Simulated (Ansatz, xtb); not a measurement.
# CH4BO: which of two structures lies lower

Structure X is `[CH2]BO`, a doublet and structure Y is a doublet given by its coordinates. Both are isolated molecules in the gas phase, relaxed with B3LYP-D3(BJ)/def2-SVP; the shapes shown needn't be the lowest conformers.

X (Å):

```xyz
7

C    -0.3259    2.3504    0.5666
B    -0.0392    1.9244   -0.8888
O    -0.6320    0.8459   -1.4699
H    -1.0222    1.8176    1.2292
H     0.1532    3.2191    1.0308
H     0.7332    2.5329   -1.5913
H    -1.2441    0.3790   -0.8850
```

Y (Å):

```xyz
7

C    -0.8733   -0.1796    0.8864
B     0.6269    0.1726    0.4724
O     1.6910   -0.3386    0.9815
H     0.8223    1.0079   -0.4142
H    -1.4072   -0.5444   -0.0059
H    -1.3715    0.7456    1.2185
H    -0.9190   -0.9342    1.6830
```

Close contacts (Å): C1–B2 1.60, B2–O3 1.29, C1–H5 1.10, C1–H6 1.10, C1–H7 1.10, B2–H4 1.23.

Quicker runs give these differences E(Y) − E(X): GFN2-xTB −9.2 kcal/mol; HF/STO-3G −11.8 kcal/mol (at GFN2-xTB geometries); r2SCAN-D4/def2-SVP +3.3 kcal/mol (at GFN2-xTB geometries).

Task: Estimate which is lower in electronic energy at CCSD(T)/def2-TZVP, and by roughly how much.

Result: The CCSD(T)/def2-TZVP calculation puts structure X lower, by 4.9 kcal/mol.

Level by level:

```json
{"level": "GFN2-xTB", "geometry": "GFN2-xTB", "E(Y) − E(X) (kcal/mol)": "−9.2", "departure from the last row (kcal/mol)": "−14.1", "job, with rough time for the two": "optimisation, 0.64 s"}
{"level": "HF/STO-3G", "geometry": "GFN2-xTB", "E(Y) − E(X) (kcal/mol)": "−11.8", "departure from the last row (kcal/mol)": "−16.7", "job, with rough time for the two": "single point, 1.1 s"}
{"level": "r2SCAN-D4/def2-SVP", "geometry": "GFN2-xTB", "E(Y) − E(X) (kcal/mol)": "+3.3", "departure from the last row (kcal/mol)": "−1.6", "job, with rough time for the two": "single point, 9 s"}
{"level": "B3LYP-D3(BJ)/def2-SVP", "geometry": "B3LYP-D3(BJ)/def2-SVP", "E(Y) − E(X) (kcal/mol)": "+0.5", "departure from the last row (kcal/mol)": "−4.4", "job, with rough time for the two": "optimisation, 1.7 min"}
{"level": "HF/def2-TZVP", "geometry": "B3LYP-D3(BJ)/def2-SVP", "E(Y) − E(X) (kcal/mol)": "+3.5", "departure from the last row (kcal/mol)": "−1.4", "job, with rough time for the two": "part of the CCSD(T) run"}
{"level": "MP2/def2-TZVP", "geometry": "B3LYP-D3(BJ)/def2-SVP", "E(Y) − E(X) (kcal/mol)": "+13.4", "departure from the last row (kcal/mol)": "+8.5", "job, with rough time for the two": "part of the CCSD(T) run"}
{"level": "CCSD(T)/def2-TZVP", "geometry": "B3LYP-D3(BJ)/def2-SVP", "E(Y) − E(X) (kcal/mol)": "+4.9", "departure from the last row (kcal/mol)": "", "job, with rough time for the two": "single point, 3.3 min"}
```

GFN2-xTB, HF/STO-3G put the two in the other order. The largest departure from CCSD(T)/def2-TZVP is that of HF/STO-3G, 16.7 kcal/mol.

With harmonic frequencies from B3LYP-D3(BJ)/def2-SVP (ideal gas, rigid rotor, one conformer each, 298.15 K, 1 atm): the zero-point term adds −1.0 kcal/mol; ΔH is +4.1 and ΔG +3.6 kcal/mol.

Open shells are spin-unrestricted. The correlated steps freeze 3 core orbitals. Run with Ansatz 0.2.0, xtb 6.7.1; the last row on 1 thread of AMD EPYC (Zen 3) on a shared host.
